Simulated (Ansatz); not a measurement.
**B2NH5: functionals against CCSD(T) at one geometry**

An exercise on one series of results from a longer session: the logs are not shown, and one member is left open.

Computed with Ansatz 0.2.0, Gaussian basis. Level: single points in def2-TZVPP.

Cores are frozen in the correlated methods.

## The system as given

SMILES `BBN`, 8 atoms, charge 0, spin multiplicity 1.

Atoms are counted from 1 here; the program's logs count them from 0.

Bond lengths: B1–B2 1.590 Å, B1–H4 1.185 Å, B1–H5 1.194 Å, B2–N3 1.465 Å, B2–H6 1.157 Å, N3–H7 1.095 Å, N3–H8 0.934 Å. Angles: B2–B1–H4 128.5°, B2–B1–H5 131.1°, H4–B1–H5 99.4°, B1–B2–N3 117.7°, B1–B2–H6 128.5°, N3–B2–H6 113.7°, B2–N3–H7 112.3°, B2–N3–H8 125.2°, H7–N3–H8 122.4°.

Geometry (Å):

```xyz
8
charge 0, multiplicity 1
B    -0.9500    0.5440   -0.6937
B     0.3871    0.3645    0.1483
N     0.6558   -0.9541    0.7273
H    -1.1114    0.4046   -1.8595
H    -1.9924    1.0538   -0.4111
H     1.2182    1.1421    0.3559
H     1.6314   -1.0000    1.2225
H     0.0975   -1.6994    0.6520
```

The first run:

run/in.yaml

```yaml
crystal:
  periodic: [false, false, false]
  atoms:
    - {symbol: B, position_ang: [-0.950000, 0.544000, -0.693700]}
    - {symbol: B, position_ang: [0.387100, 0.364500, 0.148300]}
    - {symbol: N, position_ang: [0.655800, -0.954100, 0.727300]}
    - {symbol: H, position_ang: [-1.111400, 0.404600, -1.859500]}
    - {symbol: H, position_ang: [-1.992400, 1.053800, -0.411100]}
    - {symbol: H, position_ang: [1.218200, 1.142100, 0.355900]}
    - {symbol: H, position_ang: [1.631400, -1.000000, 1.222500]}
    - {symbol: H, position_ang: [0.097500, -1.699400, 0.652000]}
basis:
  gaussian: {orbitals: def2-TZVPP}
correlation: {method: ccsd_t}
output: {forces: true}
```

No record of the launch command was kept for these runs.

Among the steps run: CCSD(T)/def2-TZVPP; PBE0-D4/def2-TZVPP; wB97M-V/def2-TZVPP; r2SCAN-D4/def2-TZVPP; PBE-D4/def2-TZVPP; revPBE-D4/def2-TZVPP; wB97X-V/def2-TZVPP.

One table of the session follows, with a row left open; its other results are not shown here.

| method | RMS force component (eV/Å) | angle to CCSD(T) forces (°) | dipole (D) |
| --- | --- | --- | --- |
| CCSD(T) | 2.191 | reference | 1.69 |
| PBE0-D4 | 2.200 | 3.8 | 1.65 |
| wB97M-V | 2.182 | 2.5 | 1.64 |
| r2SCAN-D4 | ? | ? | ? |
| PBE-D4 | 2.147 | 7.0 | 1.77 |
| revPBE-D4 | 2.135 | 6.4 | 1.77 |
| wB97X-V | 2.216 | 1.6 | 1.59 |

Estimate the missing values for r2SCAN-D4.

**Answer.** RMS force component (eV/Å): 2.152; angle to CCSD(T) forces (°): 4.5; dipole (D): 1.68. In the column «RMS force component (eV/Å)» it lies between PBE-D4 (2.147) and wB97M-V (2.182).
